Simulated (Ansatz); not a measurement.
# CH₂BCl (SMILES B=CCl): functionals against CCSD(T) at one geometry

The task here is to estimate one member of a computed series from the others.

Program: Ansatz 0.2.0, Gaussian basis. Level of theory: single points in def2-TZVPP. These are calculated values, not measurements.

Correlated methods freeze the cores.

## Starting geometry

5 atoms, charge 0, spin multiplicity 1.

Atoms are counted from 1 here; the program's logs count them from 0.

Bond lengths: B1–C2 1.420 Å, B1–H4 1.247 Å, C2–Cl3 1.752 Å, C2–H5 1.099 Å. Angles: C2–B1–H4 176.2°, B1–C2–Cl3 125.1°, B1–C2–H5 113.6°, Cl3–C2–H5 120.8°.

As a file:

```xyz
5
CH2BCl
B    -0.7501    0.2376   -0.5120
C     0.3298   -0.0347    0.3695
Cl    1.7230   -1.0231   -0.0209
H    -1.6547    0.5422   -1.3140
H     0.1570    0.3116    1.3979
```

Set-up of the first run:

The input, run/in.yaml:

```yaml
crystal:
  periodic: [false, false, false]
  atoms:
    - {symbol: B, position_ang: [-0.750105, 0.237639, -0.511973]}
    - {symbol: C, position_ang: [0.329773, -0.034681, 0.369519]}
    - {symbol: Cl, position_ang: [1.722956, -1.023148, -0.020873]}
    - {symbol: H, position_ang: [-1.654733, 0.542216, -1.314037]}
    - {symbol: H, position_ang: [0.156981, 0.311585, 1.397918]}
basis:
  gaussian: {orbitals: def2-TZVPP}
hamiltonian: {xc: pbe, dispersion: d4}
output: {forces: true}
```

Command:

```
$ ansatz run in.yaml --threads 2 --pin off --events-out ev --progress --plain --max-ram 3481MiB
```

Among the steps run: PBE-D4/def2-TZVPP; r2SCAN-D4/def2-TZVPP; PBE0-D4/def2-TZVPP; wB97M-V/def2-TZVPP; CCSD(T)/def2-TZVPP.

One table of the session follows, with a row left open; its other results are not shown here.

| method | RMS force component (eV/Å) | angle to CCSD(T) forces (°) | dipole (D) |
| --- | --- | --- | --- |
| PBE-D4 | 0.595 | 15.9 | 1.72 |
| r2SCAN-D4 | ? | ? | ? |
| PBE0-D4 | 0.683 | 20.4 | 1.96 |
| wB97M-V | 0.743 | 19.9 | 2.02 |
| CCSD(T) | 0.628 | reference | 1.89 |

**Question.** Estimate the row for r2SCAN-D4.

**Answer.** RMS force component (eV/Å): 0.677; angle to CCSD(T) forces (°): 15.4; dipole (D): 1.88. In the column «RMS force component (eV/Å)» it lies between CCSD(T) (0.628) and PBE0-D4 (0.683).
